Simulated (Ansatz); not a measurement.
# C3H4: single points off equilibrium

Aim: energy, forces and dipole at a structure displaced at random from a GFN2-xTB minimum, from CCSD(T) and from density functionals.

Computed with Ansatz 0.2.0, Gaussian basis. Level: single points in def2-TZVPP.

Cores are frozen in the correlated methods.

### 1 Starting geometry

7 atoms, charge 0, spin multiplicity 1.

Atoms are counted from 1 here; the program's logs count them from 0.

Bond lengths: C1–C2 1.087 Å, C1–H5 0.876 Å, C2–C3 1.158 Å, C3–H6 1.085 Å. Angles: C2–C1–H5 140.0°, C1–C2–C3 163.6°, C2–C3–H6 142.9°.

Coordinates:

```
C    -0.7997    0.4615   -0.5873
C     0.0211    0.2028    0.0772
C     0.9610   -0.2885    0.5433
H    -2.1756   -0.3870   -0.5969
H    -0.9979    1.0395   -1.2155
H     1.7981   -0.9419    0.3186
H     1.2787    0.1069    1.8550
```

### 2 CCSD(T)/def2-TZVPP

Input file run/in.yaml:

```yaml
crystal:
  periodic: [false, false, false]
  atoms:
    - {symbol: C, position_ang: [-0.799700, 0.461500, -0.587300]}
    - {symbol: C, position_ang: [0.021100, 0.202800, 0.077200]}
    - {symbol: C, position_ang: [0.961000, -0.288500, 0.543300]}
    - {symbol: H, position_ang: [-2.175600, -0.387000, -0.596900]}
    - {symbol: H, position_ang: [-0.997900, 1.039500, -1.215500]}
    - {symbol: H, position_ang: [1.798100, -0.941900, 0.318600]}
    - {symbol: H, position_ang: [1.278700, 0.106900, 1.855000]}
basis:
  gaussian: {orbitals: def2-TZVPP}
correlation: {method: ccsd_t}
output: {forces: true}
```

The command line of these runs was not kept.

### 3 PBE0-D4/def2-TZVPP

Edit run/in.yaml of step 2 so:

```diff
@@ -12,3 +12,3 @@
   gaussian: {orbitals: def2-TZVPP}
-correlation: {method: ccsd_t}
-output: {forces: true}
+hamiltonian: {xc: pbe0, dispersion: d4}
+output: {forces: true, orbitals: {seedname: orbitals}}
```

### 4 wB97M-V/def2-TZVPP

Edit run/in.yaml of step 3 so:

```diff
@@ -12,3 +12,3 @@
   gaussian: {orbitals: def2-TZVPP}
-hamiltonian: {xc: pbe0, dispersion: d4}
-output: {forces: true, orbitals: {seedname: orbitals}}
+hamiltonian: {xc: {name: wB97M-V}}
+output: {forces: true}
```

### 5 r2SCAN-D4/def2-TZVPP

Edit run/in.yaml of step 4 so:

```diff
@@ -12,3 +12,3 @@
   gaussian: {orbitals: def2-TZVPP}
-hamiltonian: {xc: {name: wB97M-V}}
+hamiltonian: {xc: r2scan, dispersion: d4}
 output: {forces: true}
```

### 6 PBE-D4/def2-TZVPP

Edit run/in.yaml of step 5 so:

```diff
@@ -12,3 +12,3 @@
   gaussian: {orbitals: def2-TZVPP}
-hamiltonian: {xc: r2scan, dispersion: d4}
+hamiltonian: {xc: pbe, dispersion: d4}
 output: {forces: true}
```

### 7 revPBE-D4/def2-TZVPP

Edit run/in.yaml of step 6 so:

```diff
@@ -12,3 +12,3 @@
   gaussian: {orbitals: def2-TZVPP}
-hamiltonian: {xc: pbe, dispersion: d4}
+hamiltonian: {xc: {name: revPBE}, dispersion: d4}
 output: {forces: true}
```

### 8 LC-wPBE/def2-TZVPP

Edit run/in.yaml of step 7 so:

```diff
@@ -12,3 +12,3 @@
   gaussian: {orbitals: def2-TZVPP}
-hamiltonian: {xc: {name: revPBE}, dispersion: d4}
+hamiltonian: {xc: {name: LC-wPBE}}
 output: {forces: true}
```

(Steps that only read results are left out.)

Before running it: what results should come out? Wanted: energy less free atoms, CCSD(T)/def2-TZVPP; RMS force component; RMS force error; HOMO and LUMO, PBE0-D4; T1 diagnostic.

**Answer**, as computed:

```
                                  quantity                                                                                             value
energy less free atoms, CCSD(T)/def2-TZVPP                                                                                   -508.1 kcal/mol
                       RMS force component                                                              7.208 to 7.476 eV/Å over the methods
                           RMS force error  PBE0-D4 0.304, wB97M-V 0.260, r2SCAN-D4 0.331, PBE-D4 0.316, revPBE-D4 0.280, LC-wPBE 0.405 eV/Å
                    HOMO and LUMO, PBE0-D4                                                                                -7.48 and -1.27 eV
                             T1 diagnostic                                                                                             0.015
```

**Reading.** Against CCSD(T) the functionals' energies less atoms differ by -49.5 to -16.9 kcal/mol, PBE-D4 by -49.5 kcal/mol. The reference is not at the basis limit: in triple zeta CCSD(T) underbinds, which counts against methods that bind more; the gaps are no ranking. The forces of wB97M-V come nearest to CCSD(T), those of LC-wPBE are farthest. Frozen-core CCSD(T) forces in triple zeta carry basis errors of their own, and this is one geometry, so small gaps rank nothing. The restricted Hartree–Fock reference is unstable towards an unrestricted one at one or more of these structures.
